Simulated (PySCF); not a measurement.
Spectra and structures to be paired. Level of theory: PySCF, TDDFT wB97X-D/def2-SVPD, vertical, gas phase, core orbitals frozen in the response, def2 core potentials past Kr. Geometries: PBE0-D3(BJ)/def2-SVP; one conformer of each isolated species. Triplets are in the Tamm–Dancoff approximation. Atoms past krypton carry core potentials; spin–orbit coupling is left out.

A. `[H][Sn]([H])([CH3])[SiH3]`
B. `ClC(Cl)(Cl)Cl`
C. `C=Nc1ccc(O)cc1`

Lowest singlet levels (six at most, fewer where fewer were computed) with oscillator strengths:

1. 288 nm (f 0.107); 255 nm (f 0.025); 229 nm (f 0.218); 200 nm (f 0.146); 198 nm (f 0.022); 194 nm (f 0.049)
2. 197 nm (f 0.000 summed over 3 states); 174 nm (f 0.067 summed over 3 states); 172 nm (f 0.000 summed over 2 states) [of 10 roots; the last level is left out, as the window may have cut its degenerate partner]; T1 5.73 eV
3. 182 nm (f 0.048); 176 nm (f 0.029); 173 nm (f 0.155); 168 nm (f 0.499); 164 nm (f 0.173); 159 nm (f 0.007); T1 6.10 eV

Question: Match each spectrum to its molecule.

Answer: 1 = C, 2 = B, 3 = A.
- A: S1 at 6.81 eV, HOMO→LUMO (54%), HOMO→LUMO+1 (33%); Löwdin shares by element: HOMO silicon 35%, tin 30%, carbon 10%, hydrogen 5% or more (atoms not listed hold the other 20%); LUMO tin 43%, hydrogen 18% or more, silicon 16% (atoms not listed hold the other 24%); HOMO -9.47 and LUMO 1.46 eV.
- B: S1 at 6.30 eV, HOMO-2/HOMO-1/HOMO→LUMO (≥86%); Löwdin shares by element: HOMO (one of a set within 0.03 eV) chlorine 100%; LUMO chlorine 60% or more, carbon 21% (atoms not listed hold the other 20%); HOMO -11.11 and LUMO 0.15 eV; point group Td, 5 of its 8 listed states under f = 0.0005.
- C: S1 at 4.31 eV, HOMO→LUMO (64%), HOMO-2→LUMO (29%); Löwdin shares by element: HOMO carbon 30% or more, oxygen 14%, nitrogen 13% (atoms not listed hold the other 43%); LUMO carbon 44% or more, nitrogen 22% (atoms not listed hold the other 34%); HOMO -7.96 and LUMO 0.62 eV.

A slash joins orbitals within 0.01 eV of each other, whose weights are summed (≥ marks a lower bound).
